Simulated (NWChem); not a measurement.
Program: NWChem. System: Na (-1), charge -1, spin multiplicity 1.

The NWChem input:

```
start mol
memory heap 100 mb stack 700 mb global 1900 mb
charge -1
geometry units angstroms nocenter noautoz
  Na     0.000000     0.000000     0.000000
  symmetry group D2h
end
basis spherical
  * library aug-cc-pvdz
end
scf
  rhf
  nopen 0
  maxiter 100
  thresh 1e-7
  semidirect memsize 60000000 filesize 0
end
ccsd
  freeze core 1
  maxiter 60
end
task ccsd(t) energy
```

The output up to the point where the run's verdict is printed (cleaned and shortened):

```
             Northwest Computational Chemistry Package (NWChem) 7.3.0
             --------------------------------------------------------

                                NWChem Input Module
                                -------------------

 Scaling coordinates for geometry "geometry" by  1.889725989
 (inverse scale =  0.529177249)

                             Geometry "geometry" -> ""
                             -------------------------

 Output coordinates in angstroms (scale by  1.889725989 to convert to a.u.)

  No.       Tag          Charge          X              Y              Z
 ---- ---------------- ---------- -------------- -------------- --------------
    1 Na                  11.0000     0.00000000     0.00000000     0.00000000

 Effective nuclear repulsion energy (a.u.)       0.0000000000

            Nuclear Dipole moment (a.u.)
            ----------------------------
        X                 Y               Z
 ---------------- ---------------- ----------------
     0.0000000000     0.0000000000     0.0000000000

      Symmetry information
      --------------------

 Group name             D2h
 Group number             26
 Group order               8
 No. of unique centers     1

      Symmetry unique atoms

     1


 Summary of "ao basis" -> "" (spherical)
 ------------------------------------------------------------------------------
       Tag                 Description            Shells   Functions and Types
 ---------------- ------------------------------  ------  ---------------------
 *                        aug-cc-pvdz                 on all atoms

 Summary of "ao basis" -> "ao basis" (spherical)
 ------------------------------------------------------------------------------
       Tag                 Description            Shells   Functions and Types
 ---------------- ------------------------------  ------  ---------------------
 Na                       aug-cc-pvdz               11       27   5s4p2d

                                 NWChem SCF Module
                                 -----------------

  ao basis        = "ao basis"
[...]
  29     -0.0244666863  3.240D-07  6.171D-04     0.23     0.00     0.22
  30     -0.0245022482 -3.556D-05  1.800D-04     0.13     0.00     0.13
  31     -0.0245140518 -1.180D-05  5.193D-04     0.13     0.00     0.12
  32     -0.0245388873 -2.484D-05  4.465D-04     0.12     0.00     0.12
  33     -0.0245368616  2.026D-06  1.032D-04     0.12     0.00     0.12
  34     -0.0245362013  6.603D-07  1.152D-04     0.13     0.00     0.12
  35     -0.0245358162  3.851D-07  1.221D-04     0.13     0.00     0.12
  36     -0.0245346324  1.184D-06  8.594D-05     0.13     0.00     0.12
  37     -0.0245333588  1.274D-06  6.776D-05     0.13     0.00     0.12
  38     -0.0245361123 -2.753D-06  1.497D-04     0.13     0.00     0.13
  39     -0.0245364147 -3.024D-07  2.858D-05     0.13     0.00     0.13
  40     -0.0245374162 -1.002D-06  3.820D-05     0.13     0.00     0.12
  41     -0.0245374402 -2.405D-08  2.392D-05     0.13     0.00     0.12
  42     -0.0245384762 -1.036D-06  3.559D-05     0.13     0.00     0.12
  43     -0.0245381174  3.588D-07  2.535D-05     0.13     0.00     0.12
  44     -0.0245390776 -9.602D-07  3.716D-05     0.13     0.00     0.13
  45     -0.0245386554  4.221D-07  1.225D-05     0.13     0.00     0.12
  46     -0.0245394495 -7.941D-07  2.124D-05     0.13     0.00     0.12
  47     -0.0245392141  2.354D-07  3.088D-06     0.13     0.00     0.12
  48     -0.0245393325 -1.184D-07  1.167D-05     0.13     0.00     0.12
  49     -0.0245392775  5.495D-08  1.067D-05     0.13     0.00     0.12
  50     -0.0245394634 -1.858D-07  2.162D-06     0.13     0.00     0.12
  51     -0.0245394537  9.685D-09  7.585D-06     0.14     0.00     0.14
  52     -0.0245393433  1.104D-07  9.739D-06     0.15     0.00     0.15
  53     -0.0245394318 -8.857D-08  1.626D-05     0.13     0.00     0.12
  54     -0.0245395069 -7.505D-08  8.904D-06     0.13     0.00     0.12
  55     -0.0245395370 -3.008D-08  5.834D-06     0.13     0.00     0.12
  56     -0.0245394263  1.107D-07  5.691D-06     0.13     0.00     0.12
  57     -0.0245394824 -5.613D-08  4.245D-06     0.13     0.00     0.12
  58     -0.0245394315  5.085D-08  7.527D-06     0.13     0.00     0.12
  59     -0.0245394581 -2.658D-08  8.355D-06     0.13     0.00     0.13
  60     -0.0245394058  5.231D-08  4.148D-06     0.13     0.00     0.13
                  ****maximum iterations exceeded****
-------------------------------------------------------------------------

 -----------
 CCSD Energy
 -----------
 Reference energy:            -161.758826915327120
 CCSD corr. energy:             -0.024539405820434
 Total CCSD energy:           -161.783366321147554

 --------------------------------
 Spin Component Scaled (SCS) CCSD
 --------------------------------
 Same spin contribution:                 -0.000301326919849
 Same spin scaling factor:                1.130000000000000
 Opposite spin contribution:             -0.024238078900586
 Opposite spin scaling fact.:             1.270000000000000
 SCS-CCSD correlation energy:            -0.031122859623173
 Total SCS-CCSD energy:                -161.789949774950287

 routine      calls  cpu(0)   cpu-min  cpu-ave  cpu-max   i/o
 aoccsd          1     0.00     0.00     0.00     0.00    0.00
 iterdrv         1     0.01     0.01     0.01     0.01    0.00
 pampt          60     0.03     0.03     0.03     0.03    0.00
 t2pm           60     0.04     0.04     0.04     0.04    0.00
 sxy            60     0.06     0.06     0.06     0.06    0.00
 ints       261360     9.64     9.64     9.64     9.64    0.00
 t2eri        3960     0.24     0.24     0.24     0.24    0.00
 idx2         3960     0.11     0.11     0.11     0.11    0.00
 idx34          60     0.01     0.01     0.01     0.01    0.00
 ht2pm          60     0.05     0.05     0.05     0.05    0.00
 itm            60     0.15     0.15     0.15     0.15    0.00
 pdiis          60     0.01     0.01     0.01     0.01    0.00
 Total                10.37    10.37    10.37    10.37    0.00
```

The run crashed. NWChem stopped with the message: ccsd(t) energy failed.
